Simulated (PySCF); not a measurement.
Compound: sulfuryl chloride, Cl2O2S.
SMILES with atom numbers: `[O:1]=[S:2](=[O:3])([Cl:4])[Cl:5]`

Method: PySCF 2.14.0, PBE0-D3(BJ)/def2-SVP geometry optimisation, gas phase; density fitting, grid level 1; the optimiser is geomeTRIC in internal coordinates, started from a GFN2-xTB structure.

Step 0: E = -39941.7743 eV
```
atom  x, y, z in Å  |  force x, y, z in eV/Å
O1     -0.0533   -1.0709   -1.3538    0.019  -0.455  -1.462
S2     -0.0571   -0.3366   -0.1409    0.016   0.382  -0.013
O3     -0.0953   -1.0034    1.1098   -0.046  -0.357   1.476
Cl4     1.5495    0.9194   -0.1475    0.053   0.215  -0.005
Cl5    -1.5989    0.9953   -0.2050   -0.042   0.216   0.004
```

Step 1: E = -39941.8172 eV
```
atom  x, y, z in Å  |  force x, y, z in eV/Å
O1     -0.0516   -1.0802   -1.3914   -0.004   0.098   0.235
S2     -0.0576   -0.3667   -0.1408   -0.003  -0.060   0.002
O3     -0.0977   -1.0087    1.1472    0.012   0.089  -0.242
Cl4     1.5269    0.9425   -0.1490    0.036  -0.060   0.002
Cl5    -1.5751    1.0171   -0.2033   -0.040  -0.067   0.003
```

Problem. Estimate the geometry and energy of step 2. (The exact step hangs on the optimiser's Hessian estimate; all steps are aligned on step 1, rigid shifts and turns removed.)

Solution. E = -39941.8198 eV, largest force 0.098 eV/Å
```
atom  x, y, z in Å  |  force x, y, z in eV/Å
O1     -0.0518   -1.0760   -1.3868    0.000   0.063   0.050
S2     -0.0574   -0.3585   -0.1412   -0.005  -0.098   0.004
O3     -0.0973   -1.0045    1.1422    0.006   0.061  -0.052
Cl4     1.5404    0.9339   -0.1482   -0.033  -0.010  -0.003
Cl5    -1.5889    1.0090   -0.2034    0.031  -0.015   0.001
```

The energy changes by -0.0026 eV. The first-order estimate −F·Δx gives -0.0047 eV and the mean of the old and new forces, exact on a quadratic surface, -0.0021 eV. The step makes an angle of 62° with the force vector and moves no atom by more than 0.016 Å.

The cost below is that of the whole optimisation. The run took 5.9 s wall on one thread, Arm Neoverse V2 (aarch64), no GPU, on a shared host, and the process peaked at 0.40 GiB of memory.
